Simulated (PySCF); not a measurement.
## CCl⁺, CCSD(T): how much the basis matters

PySCF, RHF reference; singlet, unpaired electrons none; De to C⁺ + Cl without counterpoise correction. Frozen cores follow the default of each basis and core potential.

```tsv
basis	relativity	functions	Re (Å)	ωe (cm⁻¹)	De (eV)	frozen orbitals
cc-pVDZ/cc-pV(D+d)Z	no relativity	37	1.557	1184	6.22	6
aug-cc-pVDZ/aug-cc-pV(D+d)Z	no relativity	55	1.563	1161	6.16	6
def2-TZVPPD	no relativity	88	1.546	1175	6.49	6
```

Task: How does each smaller set differ from the one with most functions, def2-TZVPPD?

Result: cc-pVDZ/cc-pV(D+d)Z: +1.1 pm, +0.8 % in ωe, -0.27 eV in De; aug-cc-pVDZ/aug-cc-pV(D+d)Z: +1.7 pm, -1.2 % in ωe, -0.33 eV in De. All at CCSD(T); the set with most functions is neither the basis-set limit nor always the best.

Correlated steps freeze 6 core orbitals. Correlated levels converge slowly with the basis: in double zeta they bind strong bonds too weakly, by up to about 1 eV, and carry superposition errors of some tenths. For an ion De counts to the pair picked by the measured ionisation energies or electron affinities, which need not be the lowest pair at this level. Where the molecule has an RHF reference, its open-shell atoms are computed with UHF. The CCSD T1 diagnostic is raised in CCl⁺, a sign that a single reference may not be enough there.
